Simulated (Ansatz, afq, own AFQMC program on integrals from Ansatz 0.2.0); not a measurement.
# CHN, triplet → CHN, quintet

```yaml
atoms:
  - { symbol: N, position_ang: [0.0000, -0.1237, 0.5266] }
  - { symbol: C, position_ang: [0.0000, 0.0813, -0.7051] }
  - { symbol: H, position_ang: [0.0000, 0.7504, 1.0848] }
```

Connectivity, by distances: NH–C.

E(quintet, charge +0) − E(triplet, charge +0) at this geometry, on ROHF and UHF determinants.

Basis cc-pVDZ. Noble-gas cores (and the filled d shells of Ga–Kr and In–Xe) are frozen. Ansatz 0.2.0 and our own AFQMC program on the same integrals; the CISD trial comes from CCSD amplitudes, and released means the phaseless constraint is let go. Uncertainties: one standard error, sampling alone. The errors of all members are added in quadrature.

No full CI on the walks' own integrals is used here; CCSDT(Q) serves as the reference and is uncertain by about the last step of the cluster series. Each member takes its own surest rung, up to full CI.

Errors are counted within cc-pVDZ, not against nature.

Cautions: CHN (triplet): lower spins were not checked, a spin-contaminated unrestricted determinant lies lower (UHF 449 meV lower, ⟨S²⟩ 2.29), raised T1 diagnostic (T1 0.048, weight of the determinant 0.86, largest double 0.12), the ph-AFQMC/CISD walk drifts between its halves (2.3 errors), its ph-AFQMC/CISD value lies 28 ± 5 meV above CCSDT(Q); CHN (quintet): another spin lies lower; the upper state may be diffuse, so the gap hangs on the basis.

```tsv
level	vertical spin gap (kJ/mol)
MP2	479.2
CCSD	467.9
```

**Question.** From these cheaper values, estimate the vertical spin gap at the reference level in cc-pVDZ.

**Answer.** 488.1 kJ/mol (CCSDT(Q) in cc-pVDZ).

```json
{"level": "HF", "vertical spin gap (kJ/mol)": "284.8", "error against CCSDT(Q) (kJ/mol)": "-203.3"}
{"level": "CCSD(T)", "vertical spin gap (kJ/mol)": "485.1", "error against CCSDT(Q) (kJ/mol)": "-3.0"}
{"level": "CCSDT", "vertical spin gap (kJ/mol)": "486.3", "error against CCSDT(Q) (kJ/mol)": "-1.9"}
{"level": "ph-AFQMC/CISD", "vertical spin gap (kJ/mol)": "485.8 ± 0.5", "error against CCSDT(Q) (kJ/mol)": "-2.3 ± 0.5"}
{"level": "released AFQMC", "vertical spin gap (kJ/mol)": "488.3 ± 0.6", "error against CCSDT(Q) (kJ/mol)": "0.2 ± 0.6"}
```

Correlation beyond CCSD(T) adds 3.0 kJ/mol. The perturbative (T) step is worth +17.2 kJ/mol.

A walk keeps the symmetry of its determinant, which the program's search chose and which needn't be the lowest solution, so a lower state of the same spin and another symmetry isn't excluded. Released energies are given only where the last usable release times agree within the noise; a slower fall can still hide under it.
